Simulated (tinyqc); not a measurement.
Inside a calculation. Method: UHF in the sto-3g basis, for LiH, spin multiplicity 3. This run ends on a higher stationary point, not on the lowest solution. Computed by tinyqc, a small Python program that keeps every step (integrals from PySCF). Settings: charge = 0, multiplicity = 3, basis = sto-3g, energy threshold = 1e-10, iteration cap = 54, orthogonalisation = symmetric, start = highest core orbitals, DIIS depth = 4, method = UHF. Command: `OMP_NUM_THREADS=1 python tinyqc.py 30793 30794 out.jsonl` (the two numbers bound the seeds that draw the settings). One thread of a shared host (Intel(R) Xeon(R) Processor @ 2.60GHz), about 0.09 s of CPU time with the checks.

Geometry (angstrom):
```
atom        x        y        z
Li    0.00000  0.00000  0.00000
H     0.00000  0.00000  2.68200
```

Stop when the energy changes by less than 1e-10 hartree and every element of the error matrix X^T (F D S - S D F) X (for each spin) is below 3e-06.

Course of the cycle:
```
iteration  E (hartree)     change  largest element of the error matrix
1           -1.8774763          -                             8.74e-02
2           -7.2106646  -5.33e+00                             1.22e-01
3           -7.2164974  -5.83e-03                             9.45e-02
4           -7.7038888  -4.87e-01                             2.23e-02
5           -7.7041352  -2.46e-04                             1.76e-02
6           -7.7045983  -4.63e-04                             8.75e-03
7           -7.7047031  -1.05e-04                             8.34e-04
8           -7.7047037  -6.46e-07                             3.64e-05
9           -7.7047037  -3.12e-09                             6.39e-06
10          -7.7047037  -1.16e-10                             1.09e-07
11          -7.7047037  -2.13e-14                             1.76e-08
```

Can the last value be used, and what does the course show?

No, though the log alone does not show it. Converged in 11 iterations. But the solution lies 0.07371 hartree above the reference: it is another stationary point, not the lowest one. Reruns (cap 100 unless said): DIIS 8: converged in 11 to a higher stationary point; damping 0.5: converged in 38 to a higher stationary point; level shift 0.5: converged in 11 to a higher stationary point; atomic densities as start, DIIS 8: converged in 9. PySCF UHF in the same basis, after a stability check = -7.7784165 hartree.
